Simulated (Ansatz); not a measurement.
Mulliken charges of C₂H₃NO₂ (`N#COCO`) from r2SCAN/def2-TZVPP in Ansatz (PBE0-D4/def2-TZVP geometry).

```json
{"atom": "N1", "x (Å)": "-1.542", "y (Å)": "-0.013", "z (Å)": "2.298", "charge (e)": "-0.154"}
{"atom": "C2", "x (Å)": "-1.156", "y (Å)": "0.241", "z (Å)": "1.239", "charge (e)": "0.104"}
{"atom": "O3", "x (Å)": "-0.734", "y (Å)": "0.537", "z (Å)": "0.067", "charge (e)": "-0.230"}
{"atom": "C4", "x (Å)": "0.352", "y (Å)": "-0.327", "z (Å)": "-0.425", "charge (e)": "0.208"}
{"atom": "O5", "x (Å)": "0.820", "y (Å)": "0.204", "z (Å)": "-1.581", "charge (e)": "-0.313"}
{"atom": "H6", "x (Å)": "-0.081", "y (Å)": "-1.303", "z (Å)": "-0.641", "charge (e)": "0.083"}
{"atom": "H7", "x (Å)": "1.090", "y (Å)": "-0.386", "z (Å)": "0.381", "charge (e)": "0.083"}
{"atom": "H8", "x (Å)": "1.343", "y (Å)": "0.990", "z (Å)": "-1.394", "charge (e)": "0.219"}
```

Problem. By hand: the dipole of these point charges (1 e Å = 4.8032 D).

Solution. Σ q r = (0.480, -0.152, -0.161) e Å, of length 0.529 e Å = 2.54 D.

Problem. How does the dipole of the full density compare? (Estimate.)

Solution. Computed: (0.691, 0.062, -0.571) e Å, 4.32 D; the point charges give 0.59 times that, at 29° from its direction.

Point charges leave out the atoms' own dipoles, such as those of lone pairs, and Mulliken's split depends on the basis, so the two needn't agree.
